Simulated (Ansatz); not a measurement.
A made-up structure of Al2H3O (charge -1), singlet:

O1  (-1.121, -2.006, 1.289)
Al2  (-0.597, -1.270, -0.078)
Al3  (0.521, 1.112, 0.087)
H4  (-0.676, -1.837, -1.611)
H5  (-0.117, -0.043, 0.680)
H6  (0.762, 1.971, 1.446)
(Å)

It is relaxed with PBE-D4/def2-SVPD and then PBE0-D4/def2-TZVPD (Ansatz 0.2.0). Atoms count as bonded within 1.22 times the sum of their covalent radii (H–H: 0.88 Å). The end point is not checked to be a true minimum.

(1) Does its bonding change? (A judgement: the text doesn't fix the answer.)

## Answers

(1) The calculation gives: Yes. Formed: Al2–H6, Al3–H4; broken: none.

Where it ends: The first stage lowers the energy by 2.77 eV in 38 steps. It ends as Al₂H₃O ([O][Al]123[H][Al]1([H]2)[H]3), total charge -1:
```
6
angstrom
O -1.7094 -2.1542 0.6607
Al -0.6808 -0.9170 0.4152
Al 0.8853 0.9657 0.0418
H 0.5408 -0.5744 -0.8377
H 0.6483 -0.2241 1.3805
H -0.9131 0.8313 0.1515
```

Labels in which every atom is bracketed show which atoms are joined, not bond orders.

For scale, one of the runs: PBE0-D4/def2-TZVPD relaxation, 153 basis functions, launched by `ansatz run in.yaml --threads 2 --pin off --events-out ev --progress --plain --max-ram 4352MiB`. The run took about 11 s on 2 CPU threads of an Arm Neoverse V2 (shared host).
